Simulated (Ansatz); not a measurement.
Two isomers of C5H8O: A = `CC(=O)C1CC1`, B = `CC1=C(O)CC1`.

Gas-phase electronic energies from Ansatz, PBE0-D4/def2-TZVP geometries. CCSD(T)/CBS adds triple-zeta CCSD(T) − MP2 to the extrapolated MP2 energy (def2 sets, frozen cores). DFT in def2-TZVPP. Each species was taken in one conformer, which may not be the lowest.

Q: Which isomer does CCSD(T)/CBS put lower? Give the gap. (An estimate is asked.)

A: Ansatz gave: A, by 12.4 kcal/mol.

Q: Give E(B) − E(A) in kcal/mol with MP2/def2-TZVPP, HF/def2-TZVPP, ωB97M-V, CCSD(T)/def2-TZVPP, r2SCAN-D4, PBE-D4, CCSD/def2-TZVPP. (Best estimate.)

A: Computed: MP2/def2-TZVPP 13.6, HF/def2-TZVPP 16.7, ωB97M-V 14.1, CCSD(T)/def2-TZVPP 13.4, r2SCAN-D4 15.3, PBE-D4 12.3, CCSD/def2-TZVPP 13.6. None reverses the order clearly.

Largest T1 diagnostic: 0.013.

In def2-TZVPP, CCSD(T) changes the Hartree–Fock value by −3.2 kcal/mol (the triples alone add −0.2 kcal/mol) and MP2 by −3.0 kcal/mol.
